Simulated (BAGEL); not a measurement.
# C3H3OS− (SMILES [S-]C1=COC1): HF/3-21G (density fitting with qzvpp-jkfit)

What is the vertical ionisation energy of C3H3OS− at HF/3-21G (density fitting with qzvpp-jkfit)? 

The calculation is run with BAGEL 1.2.2.

2 further runs of the same task are left out: 2 set aside as unsound or not needed.

### 1 Starting point

The species is C3H3OS− (8 atoms), meant as a singlet with charge -1. SMILES: `[S-]C1=COC1`. The shape is that of a GFN2-xTB optimisation.

Bond lengths: S1–C2 1.684 Å, C2–C3 1.348 Å, C3–O4 1.432 Å, C2–C5 1.519 Å, O4–C5 1.439 Å, C3–H6 1.072 Å, C5–H7 1.093 Å, C5–H8 1.093 Å. Some angles: S1–C2–C3 139.9°, S1–C2–C5 132.6°, C3–C2–C5 87.5°, C2–C3–O4 96.2°, C3–O4–C5 87.5°, C2–C5–O4 88.8°, C2–C3–H6 141.3°, O4–C3–H6 122.4°, C2–C5–H7 116.5°, C2–C5–H8 116.5°.

### 2 A single-point energy at HF/3-21G (density fitting with qzvpp-jkfit)

File calc.json:

```json
{ "bagel": [

{
  "title": "molecule",
  "basis": "3-21g",
  "df_basis": "qzvpp-jkfit",
  "angstrom": true,
  "geometry": [
    { "atom": "S", "xyz": [   -2.128700,    0.245820,    1.134490 ] },
    { "atom": "C", "xyz": [   -0.601220,    0.215780,    0.425110 ] },
    { "atom": "C", "xyz": [    0.545550,    0.923850,    0.415900 ] },
    { "atom": "O", "xyz": [    1.243520,    0.077990,   -0.504500 ] },
    { "atom": "C", "xyz": [    0.059220,   -0.738470,   -0.555380 ] },
    { "atom": "H", "xyz": [    0.991780,    1.800530,    0.842750 ] },
    { "atom": "H", "xyz": [    0.252920,   -1.752310,   -0.195190 ] },
    { "atom": "H", "xyz": [   -0.363070,   -0.773200,   -1.563190 ] }
  ]
},
{
  "title": "hf",
  "charge": -1
},
{
  "title": "print",
  "file": "orbitals.molden",
  "orbitals": true
}

]}
```

On the command line:

```bash
BAGEL_NUM_THREADS=1 BAGEL calc.json > calc.out
```

Standard output:

```text
* using 1 threads per process

  ===============================================================
  ===============================================================

  *** Geometry ***

  { "atom" : "S", "xyz" : [     -4.022660,      0.464532,      2.143875 ] },
  { "atom" : "C", "xyz" : [     -1.136141,      0.407765,      0.803341 ] },
  { "atom" : "C", "xyz" : [      1.030940,      1.745823,      0.785937 ] },
  { "atom" : "O", "xyz" : [      2.349912,      0.147380,     -0.953367 ] },
  { "atom" : "C", "xyz" : [      0.111910,     -1.395506,     -1.049516 ] },
  { "atom" : "H", "xyz" : [      1.874193,      3.402509,      1.592567 ] },
  { "atom" : "H", "xyz" : [      0.477950,     -3.311386,     -0.368856 ] },
  { "atom" : "H", "xyz" : [     -0.686103,     -1.461136,     -2.954001 ] },

  Number of auxiliary basis functions:      484

  Since a DF basis is specified, we compute 2- and 3-index integrals:
    o Being stored without compression. Storage requirement is 0.012 GB

  Number of basis functions:       55
  Number of electrons      :       45

    * METHOD: MOLECULE                             0.17

  *** RHF ***

  === Nuclear Repulsion ===
   197.5580802550

      * DIIS with orbital gradients will be used.

  === RHF iteration (3-21g) ===
      0       -584.54450296          0.01680145           0.04
      1       -584.62802523          0.00820208           0.04
      2       -584.64283693          0.00202142           0.04
      3       -584.64429477          0.00041541           0.04
      4       -584.64440902          0.00019380           0.04
      5       -584.64443056          0.00007110           0.04
      6       -584.64443445          0.00003483           0.04
      7       -584.64443523          0.00001002           0.04
      8       -584.64443529          0.00000532           0.04
      9       -584.64443530          0.00000235           0.04
     10       -584.64443531          0.00000087           0.04
     11       -584.64443531          0.00000026           0.04
     12       -584.64443531          0.00000011           0.04
     13       -584.64443531          0.00000004           0.04
     14       -584.64443531          0.00000001           0.04
    * SCF iteration converged.

    * Permanent dipole moment:
           (   -1.312728,     0.302820,     0.807540) a.u.

    * METHOD: HF                                   0.73

    * METHOD: PRINT                                0.01

  ===============================================================
```

It took 1.1 s on 1 thread of Arm Neoverse V2, shared host.

### 3 Doublet neutral C3H3OS at the same level

File job.json:

```json
{ "bagel" : [

{
  "title" : "molecule",
  "basis" : "3-21g",
  "df_basis" : "qzvpp-jkfit",
  "angstrom" : true,
  "geometry" : [
    { "atom" : "S", "xyz" : [      -2.128700,       0.245820,       1.134490 ] },
    { "atom" : "C", "xyz" : [      -0.601220,       0.215780,       0.425110 ] },
    { "atom" : "C", "xyz" : [       0.545550,       0.923850,       0.415900 ] },
    { "atom" : "O", "xyz" : [       1.243520,       0.077990,      -0.504500 ] },
    { "atom" : "C", "xyz" : [       0.059220,      -0.738470,      -0.555380 ] },
    { "atom" : "H", "xyz" : [       0.991780,       1.800530,       0.842750 ] },
    { "atom" : "H", "xyz" : [       0.252920,      -1.752310,      -0.195190 ] },
    { "atom" : "H", "xyz" : [      -0.363070,      -0.773200,      -1.563190 ] }
  ]
},

{ "title" : "uhf", "nopen" : 1 },

{ "title" : "print", "file" : "orbitals.molden", "orbitals" : true }

]}
```

On the command line:

```bash
BAGEL_NUM_THREADS=1 BAGEL job.json > job.out
```

Standard output:

```text
* using 1 threads per process

  ===============================================================
  ===============================================================

  *** Geometry ***

  { "atom" : "S", "xyz" : [     -4.022660,      0.464532,      2.143875 ] },
  { "atom" : "C", "xyz" : [     -1.136141,      0.407765,      0.803341 ] },
  { "atom" : "C", "xyz" : [      1.030940,      1.745823,      0.785937 ] },
  { "atom" : "O", "xyz" : [      2.349912,      0.147380,     -0.953367 ] },
  { "atom" : "C", "xyz" : [      0.111910,     -1.395506,     -1.049516 ] },
  { "atom" : "H", "xyz" : [      1.874193,      3.402509,      1.592567 ] },
  { "atom" : "H", "xyz" : [      0.477950,     -3.311386,     -0.368856 ] },
  { "atom" : "H", "xyz" : [     -0.686103,     -1.461136,     -2.954001 ] },

  Number of auxiliary basis functions:      484

  Since a DF basis is specified, we compute 2- and 3-index integrals:
    o Being stored without compression. Storage requirement is 0.012 GB

  Number of basis functions:       55
  Number of electrons      :       45

    * METHOD: MOLECULE                             0.16

  *** Open-shell HF ***

  === Nuclear Repulsion ===
   197.5580802550

      * DIIS with orbital gradients will be used.

  === UHF iteration (3-21g) ===
      0       -584.50726122          0.03277870           0.09
      1       -584.58068837          0.02137927           0.08
      2       -584.60005463          0.01467169           0.08
      3       -584.61388155          0.00176713           0.08
      4       -584.61736869          0.00131962           0.08
      5       -584.61888572          0.00097379           0.08
      6       -584.62147038          0.00024044           0.08
      7       -584.62153744          0.00014677           0.08
      8       -584.62157653          0.00010098           0.08
      9       -584.62159676          0.00005127           0.08
     10       -584.62160919          0.00002870           0.08
     11       -584.62161320          0.00001114           0.08
     12       -584.62161389          0.00000531           0.08
     13       -584.62161400          0.00000307           0.08
     14       -584.62161403          0.00000122           0.08
     15       -584.62161403          0.00000053           0.09
     16       -584.62161403          0.00000022           0.08
     17       -584.62161403          0.00000010           0.08
     18       -584.62161403          0.00000004           0.08
     19       -584.62161403          0.00000003           0.08
     20       -584.62161403          0.00000002           0.08
     21       -584.62161403          0.00000001           0.08
    * SCF iteration converged.

    * S^2 (UHF) is 0.9297

    * Permanent dipole moment:
           (   -0.064459,    -0.009763,     0.021507) a.u.

    * METHOD: UHF                                  1.93

    * METHOD: PRINT                                0.01

  ===============================================================
```

Run time: 2.2 s. Hardware: 1 thread of Arm Neoverse V2, shared host.

### 4 What came out

At HF/3-21G (density fitting with qzvpp-jkfit):

| quantity | value |
| --- | --- |
| singlet C3H3OS−: total energy | -584.64444 Eh |
| singlet C3H3OS−: HOMO energy | -1.74 eV |
| singlet C3H3OS−: LUMO energy | 10.03 eV |
| singlet C3H3OS−: HOMO–LUMO gap (to an unbound level, set by the basis) | 11.78 eV |
| doublet neutral C3H3OS: total energy | -584.62161 Eh |
| doublet neutral C3H3OS: dipole moment | 0.17 D |
| doublet neutral C3H3OS: ⟨S²⟩ | 0.930 |
| vertical detachment energy (to the doublet neutral) | 0.621 eV |

What this shows: The vertical ionisation energy comes to 0.62 eV (14.3 kcal/mol). The negative HOMO energy of the first species, 1.74 eV, lies 1.12 eV above that difference. ⟨S²⟩ (doublet neutral C3H3OS) is 0.93 where a pure doublet has 0.75: the reference is spin-contaminated.
